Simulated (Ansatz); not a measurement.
# Relaxing CO

Theory: DFT PBE, scalar-relativistic, plane waves, PAW (Ansatz 0.2.0). Cutoff 420 eV, Γ-centred k mesh, Gaussian smearing, no spin polarisation in the final step.

The start puts CO on the litharge structure type (P4/nmm, No. 129), with C in place of Pb, at a guessed volume.

```
CELL_PARAMETERS angstrom
3.39223 0.00000 0.00000
0.00000 3.39223 0.00000
0.00000 0.00000 4.28637
ATOMIC_POSITIONS crystal
C 0.00000 0.50000 0.23510
C 0.50000 0.00000 0.76490
O 0.00000 0.00000 0.00000
O 0.50000 0.50000 0.00000
```

Cell and atoms relax at zero pressure; the relaxation can't lower the symmetry of the start. After a coarse first stage the cell is made exact in the group found at 0.06 Å.

Formation energies are uncorrected and refer to the elements' standard structures at the same level (O₂ as a molecule).

**Question.** Describe the relaxed structure.

**Answer.** It keeps P4/nmm (No. 129). The result has the litharge (C on Pb sites) structure. Conventional cell: a = 3.121 Å, c = 3.765 Å. Around C lie 4 O at 1.72 Å; O is coordinated by 4 C at 1.72 Å and 4 O at 2.21 Å.

Space group P4/nmm:1 (No. 129). a = 3.121 Å, b = 3.121 Å, c = 3.765 Å, α = 90.00°, β = 90.00°, γ = 90.00°
| atom | site | symmetry | x | y | z |
| --- | --- | --- | --- | --- | --- |
| C | 2c | 4mm | 0.0000 | 0.5000 | 0.1931 |
| O | 2a | -4m2 | 0.0000 | 0.0000 | 0.0000 |

**Question.** What are its volume, energy, density and gap?

**Answer.** The volume per atom is 9.2 Å³. The density is 2.5 g/cm³ and the energy over the elements is 1.94 eV/atom. The gap on the 14×14×12 mesh is 0 eV (a metal).

The final run used a 14×14×12 mesh on its 4-atom cell and 0.10 eV smearing. For metals, differences of a few meV/atom aren't resolved. Weakly bound directions are ill-defined at this level, which has no dispersion term. Symmetry constrained the relaxation, so the result can be a saddle point. The steps took of the order of 100 core-seconds in all.

Cost: 3 runs of about 1.6 core-minutes in all, on Arm Neoverse V1 (shared hosts).